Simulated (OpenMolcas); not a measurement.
# BF (SMILES [B]F) at 6 levels

We compute a comparison of 6 runs (UHF/STO-3G, M06-2X/STO-3G, PBE/STO-3G, SVWN5/STO-3G, UPBE/STO-3G, ACPF/STO-3G) of BF. 

The calculation is run with OpenMolcas 26.06.

3 further runs of the same task are left out: 1 for a known fault of the program, 2 set aside as unsound or not needed.

## 1. The structure to begin with

BF has 2 atoms, charge 0, and is taken as a singlet. SMILES: `[B]F`. The B1–F2 distance was set to 1.556 Å, away from the relaxed value.

Bond lengths: B1–F2 1.556 Å.

## 2. The energy at UHF/STO-3G (run 1)

Input file coord.xyz:

```xyz
2

B      0.000000     0.000000    -0.311110
F      0.000000     0.000000     1.244390
```

Input file mol.input:

```
>>> EXPORT MOLCAS_PRINT=2

&GATEWAY
  BasLib = $CurrDir
  Coord = coord.xyz
  Basis = STO-3G
  Group = NoSym

&SEWARD

&SCF
  UHF
  Thresholds = 1e-10 1e-07 1e-07 1e-05
  Scramble = 0.25
  PrOrbitals = 1 1
```

The basis set STO-3G is read from a file made from the Basis Set Exchange's data (not shown).

On the command line:

```console
$ export MOLCAS_MEM=1860
$ pymolcas mol.input > mol.log
```

What it wrote:

```text
--- Start Module: gateway ---
[...]
--- Stop Module: gateway /rc=_RC_ALL_IS_WELL_ ---
--- Start Module: seward ---
[...]
      Basis functions           10
--- Stop Module: seward /rc=_RC_ALL_IS_WELL_ ---
--- Start Module: scf ---
[...]
       Convergence after  24 Iterations
[...]
::    Total SCF energy                               -122.2868723219
[...]
      Total spin, S                                     0.1558980065
[...]
      Total electronic charge=   14.000000
      Total            charge=   -0.000000
[...]
      Dipole Moment (debye):
      Origin of the operator (angstrom)=    0.0000    0.0000    0.6737
                   X=  1.4063E-09               Y= -9.5165E-09               Z= -2.8111E-01           Total=  2.8111E-01
      Quadrupole Moment (debye*angstrom):
[...]
--- Stop Module: scf /rc=_RC_ALL_IS_WELL_ ---
[...]
```

It took 1.9 s on 1 thread of Arm Neoverse V1, shared host; peak memory 0.37 GiB.

## 3. A single-point energy at M06-2X/STO-3G (run 2)

coord.xyz is that of step 2.

Input file mol.input:

```
>>> EXPORT MOLCAS_PRINT=2

&GATEWAY
 BASLIB = $CurrDir
 COORD = coord.xyz
 BASIS = STO-3G
 GROUP = NoSym

&SEWARD
 GRIDINPUT
 Grid=UltraFine
 End of Grid

&SCF
 KSDFT = M062X
 THRESHOLDS = 1e-10 1e-07 1e-07 1e-05
 PRORBITALS = 1 1
```

The basis set STO-3G is read from a file made from the Basis Set Exchange's data (not shown).

On the command line:

```console
$ export MOLCAS_MEM=1860
$ pymolcas mol.input > mol.log
```

What it wrote:

```text
--- Start Module: gateway ---
[...]
--- Stop Module: gateway /rc=_RC_ALL_IS_WELL_ ---
--- Start Module: seward ---
[...]
      Basis functions           10
--- Stop Module: seward /rc=_RC_ALL_IS_WELL_ ---
--- Start Module: scf ---
[...]
       Convergence after  11 Iterations
[...]
::    Total KS-DFT energy                            -122.8191987446
[...]
      Total spin, S                                     0.0000000000
[...]
      Total electronic charge=   14.000000
      Total            charge=   -0.000000
[...]
      Dipole Moment (debye):
      Origin of the operator (angstrom)=    0.0000    0.0000    0.6737
                   X= -1.2614E-16               Y= -9.4661E-16               Z=  3.0564E-01           Total=  3.0564E-01
      Quadrupole Moment (debye*angstrom):
[...]
--- Stop Module: scf /rc=_RC_ALL_IS_WELL_ ---
[...]
```

Run time: 3 s. Hardware: 1 thread of Arm Neoverse V1, shared host; peak memory 0.37 GiB.

Runs 3 to 5 aren't shown in full; the table further down has their settings and results.

## 4. A single-point energy at ACPF/STO-3G (run 6)

coord.xyz is that of step 3.

Input file mol.inp:

```
>>> EXPORT MOLCAS_PRINT=2
&gateway
baslib=$CurrDir
coord=coord.xyz
basis=STO-3G
group=NoSym
&seward
&scf
thresholds=1e-10 1e-07 1e-07 1e-05
prorbitals=1 1
&motra
frozen=2
&guga
electrons=10
spin=1
inactive=5
active=0
ciall=1
&cpf
acpf
```

The basis set STO-3G is read from a file made from the Basis Set Exchange's data (not shown).

On the command line:

```console
$ export MOLCAS_MEM=1860
$ pymolcas mol.inp > mol.log
```

What it wrote:

```text
--- Start Module: gateway ---
[...]
--- Stop Module: gateway /rc=_RC_ALL_IS_WELL_ ---
[...]
      Basis functions           10
[...]
       Convergence after  11 Iterations
[...]
::    Total SCF energy                               -122.2858546128
[...]
      Total spin, S                                     0.0000000000
[...]
      *** WARNING: Default frozen orbitals is overwritten by user input.
      *** Default values:   2
[...]
--- Start Module: guga ---
[...]
--- Stop Module: guga /rc=_RC_ALL_IS_WELL_ ---
--- Start Module: cpf ---
[...]
      Active orbitals                            0       0
[...]
      Spin quantum number                      0.0
[...]
     FINAL ACPF ENERGY        -122.38228722
     FINAL CORRELATION ENERGY   -0.09643261  REFERENCE ENERGY    -122.28585461
[...]
      Title:  ACPF natural orbitals
[...]
      Total electronic charge=   14.000000
      Total            charge=   -0.000000
[...]
      Dipole Moment (debye):
      Origin of the operator (angstrom)=    0.0000    0.0000    0.6737
                   X=  6.5015E-16               Y= -1.1812E-15               Z=  6.3147E-01           Total=  6.3147E-01
      Quadrupole Moment (debye*angstrom):
[...]
--- Stop Module: cpf /rc=_RC_ALL_IS_WELL_ ---
[...]
```

Run time: 1.8 s. Hardware: 1 thread of Arm Neoverse V1, shared host; peak memory 0.37 GiB.

## 5. The series

```csv
run,level,scramble,integration grid,energy (Eh),dipole moment (D) of the reference,HOMO energy (eV),LUMO energy (eV),wall time
1,UHF/STO-3G,0.25,–,-122.286872,0.28,-8.29,7.32,1.9 s
2,M06-2X/STO-3G,–,UltraFine,-122.819199,0.31,-5.80,3.64,3 s
3,PBE/STO-3G,–,UltraFine,-122.687715,0.77,-2.91,1.37,3 s
4,SVWN5/STO-3G,–,UltraFine,-121.878324,0.80,-2.75,1.31,2.8 s
5,UPBE/STO-3G,0.25,UltraFine,-122.687715,0.77,-2.91,1.37,3.9 s
6,ACPF/STO-3G,–,–,-122.382287,0.12,-8.05,7.25,1.8 s
```

## 6. Summary of results

```
                                          quantity          value
                               run 6: total energy  -122.38229 Eh
         run 6: dipole moment (mean-field density)         0.12 D
        run 6: HOMO energy (Hartree–Fock orbitals)       -8.05 eV
        run 6: LUMO energy (Hartree–Fock orbitals)        7.25 eV
      run 6: HOMO–LUMO gap (Hartree–Fock orbitals)       15.31 eV
run 6: correlation energy (2 core orbitals frozen)      -96.4 mEh
```

Over runs 1, 2, 3, 4, 5 the dipole moment (its size) runs from 0.28 D (UHF/STO-3G) to 0.80 D (SVWN5/STO-3G). The two dipoles point in opposite directions. Over runs 1, 2, 3, 4, 5 the HOMO–LUMO gap runs from 4.06 eV (SVWN5/STO-3G) to 15.61 eV (UHF/STO-3G). Totals of different functionals can't be ranked against each other. In runs 1, 2, 3, 4, 5, 6 the basis is minimal, so the values are rough. Spin contamination of the reference: run 1 ⟨S²⟩ = 0.18. All runs together took 16 s, the longest 3.9 s.
